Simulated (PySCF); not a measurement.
# C4H8O2 (isobutyric acid): the cost of one run

Programs: PySCF 2.14.0, with density-fitted response routines of our own. Each step states its level of theory. These are calculated values for one molecule, in the gas phase or a continuum, unless marked as measured. Atoms count from 0, in the outputs and in this text.

## Step 1: The molecule as given

14 atoms, charge 0, multiplicity 1; geometry from: GFN2-xTB. The atoms were then displaced at random by about 0.01 Å, so the start is not that level's minimum.

Bonds of the start (Å): C0–C1 1.50, C1–C2 1.53, C1–C3 1.55, C3–O4 1.19, C3–O5 1.31, C0–H6 1.08, C0–H7 1.12, C0–H8 1.10, C1–H9 1.08, C2–H10 1.09, C2–H11 1.06, C2–H12 1.09, O5–H13 0.96.

## Step 2: Optimising the geometry at PBE0-D3(BJ)/def2-TZVP

The job: settings as JSON, then the geometry in Å.

```
{"job": {"xc": "PBE0", "basis": "def2-TZVP", "d3": "d3bj", "grid": 2, "shake": 0.01, "kind": "geom"}, "charge": 0, "multiplicity": 1}
C     -1.461970     0.508960     0.141440
C     -0.148070     0.027380    -0.392480
C      0.021760    -1.464210    -0.108720
C      1.029960     0.769820     0.278350
O      1.009990     1.149330     1.407310
O      2.039450     0.923580    -0.545150
H     -2.286920    -0.050810    -0.284670
H     -1.614150     1.585090    -0.129040
H     -1.509640     0.451420     1.239720
H     -0.065490     0.196900    -1.457830
H      0.987740    -1.817050    -0.475400
H     -0.748810    -2.029260    -0.567110
H     -0.020340    -1.629150     0.962890
H      2.759330     1.362940    -0.077060
```

Started as:

```bash
$ OMP_NUM_THREADS=2 python probes_run.py task.json out
```

One launch serves the whole session: the jobs run in the order shown.

**Question.** How long does this first job take on 2 threads of INTEL XEON PLATINUM 8581C at 2.10GHz, shared host, and how much memory does it need?

About 2.1 min, with a peak of 1.2 GiB.
